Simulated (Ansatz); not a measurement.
Basis-set extrapolation for `NC=C(O)O` (PBE0-D4/def2-TZVP geometry, frozen core, Ansatz). Multiplicity 1, RHF reference.

```tsv
	def2-TZVPP	def2-QZVPP
HF	-282.917277	-282.930318
MP2 correlation	-1.010458	-1.085805
CCSD(T) correlation	-1.071901	not run
```

Energies in hartree. Use E(X) = E(∞) + A·exp(−7.88·√X) for Hartree–Fock and E(X) = E(∞) + B·X^(−2.97) for correlation, with X = 3 and 4, and add CCSD(T) minus MP2 of the smaller set to the MP2 limit.

What is the CCSD(T) energy at the basis-set limit?

HF limit: -282.930318 + (-0.013041) × 0.13774 = -282.93211. MP2 limit: -1.085805 + (-0.075347) × 0.74074 = -1.14162. Higher-order term: -1.071901 − (-1.010458) = -0.06144. Total: -284.13517 hartree, 383.3 kJ/mol below CCSD(T)/def2-TZVPP.
